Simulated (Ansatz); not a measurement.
in.yaml

```yaml
crystal:
  periodic: [false, false, false]
  atoms:
    - {symbol: Ge, position_ang: [0.000000, -0.008843, 0.666646]}
    - {symbol: Al, position_ang: [0.000000, -0.026517, -1.782004]}
    - {symbol: H, position_ang: [0.000000, 1.347127, -0.341215]}
basis:
  gaussian: {orbitals: cc-pVTZ}
magnetization: {spin_polarized: false, initial_magnetization: 4}
correlation: {method: bccd_t, electrons: outside_noble_gas}
```

```sh
$ ansatz run in.yaml --threads 1 --pin off --events-out ev --progress --plain --max-ram 2816MiB --backend cpu
```

Q: Roughly how long does this take on 1 thread of AMD EPYC 7R13, shared host, and how much host memory?

A: 42 s wall and 0.41 GiB.

```
582 factors; integrals over basis functions are off by at most 1.1e-3 eV
mean field evaluation 1: about -63067.6867 eV, gradient 6.6e0 eV
mean field evaluation 2: about -63067.6901 eV, gradient 6.6e0 eV
mean field evaluation 4: about -63068.6846 eV, gradient 2.3e0 eV
mean field evaluation 8: about -63069.3027 eV, gradient 2.9e-1 eV
mean field evaluation 16: about -63069.3063 eV, gradient 1.0e-2 eV
mean field evaluation 32: about -63069.3063 eV, gradient 1.6e-5 eV
mean field evaluation 64: about -63069.3063 eV, gradient 1.6e-4 eV
mean field evaluation 96: about -63068.5317 eV, gradient 5.5e0 eV
mean field evaluation 128: about -63066.4228 eV, gradient 1.0e1 eV
mean field evaluation 160: about -63068.0630 eV, gradient 2.1e-1 eV
...
mean field -63069.56781848 eV, -2317.7638672408 hartree, gradient 1.7e-6 eV, S^2 6.000000; 18 other end points of the search recorded, 0 dependent functions left out
...
determinant -63069.56781848 eV, -2317.7638672408 hartree, with singles and doubles -63073.39027298 eV, -2317.9043398526 hartree
determinant -63069.30632781 eV, -2317.7542576359 hartree, with singles and doubles -63073.29239113 eV, -2317.9007427610 hartree
determinant -63068.10414202 eV, -2317.7100781228 hartree, with singles and doubles -63072.40769524 eV, -2317.8682307866 hartree
determinant -63068.06345396 eV, -2317.7085828642 hartree, with singles and doubles -63072.33632400 eV, -2317.8656079418 hartree
determinant -63066.60705922 eV, -2317.6550613448 hartree, with singles and doubles -63070.61611355 eV, -2317.8023913740 hartree
determinant -63066.56955095 eV, -2317.6536829411 hartree, with singles and doubles -63070.89593377 eV, -2317.8126745772 hartree
determinant -63066.54988066 eV, -2317.6529600714 hartree, with singles and doubles -63070.90114804 eV, -2317.8128661982 hartree
determinant -63066.20418289 eV, -2317.6402559128 hartree, with singles and doubles -63070.39218867 eV, -2317.7941622864 hartree
determinant -63069.56781848 eV, -2317.7638672408 hartree, with singles and doubles -63073.33712577 eV, -2317.9023867286 hartree
determinant -63069.30632781 eV, -2317.7542576359 hartree, with singles and doubles -63073.24218202 eV, -2317.8988976103 hartree
19 core orbitals not correlated: weight in the atoms' cores, before any rotation towards them, 1.000 or more for the frozen orbitals, at most 0.000 for the correlated occupied ones
reference -63069.56781848 eV, -2317.7638672408 hartree; 6, 2 occupied and 66, 70 virtual orbitals, 582 factors
second order -3.03649847 eV of doubles, -0.08710020 eV of singles
...
cycle   2  -3.76710177 eV  change    1.8e-3 eV  update   1.8e-3
cycle   3  -3.76597625 eV  change    1.1e-3 eV  update   1.0e-3
cycle   4  -3.76605155 eV  change   -7.5e-5 eV  update   4.5e-4
cycle   5  -3.76616448 eV  change   -1.1e-4 eV  update   1.9e-4
cycle   6  -3.76613922 eV  change    2.5e-5 eV  update   1.0e-4
cycle   7  -3.76613921 eV  change    1.0e-8 eV  update   6.5e-5
cycle   8  -3.76614366 eV  change   -4.4e-6 eV  update   4.3e-5
cycle   9  -3.76614008 eV  change    3.6e-6 eV  update   2.8e-5
cycle  10  -3.76614051 eV  change   -4.2e-7 eV  update   1.6e-5
cycle  11  -3.76614095 eV  change   -4.5e-7 eV  update   8.7e-6
perturbative correction -0.16594355 eV, -0.0060983129 hartree
Total energy: -63073.49990299 eV, -2317.9083686810 hartree
```
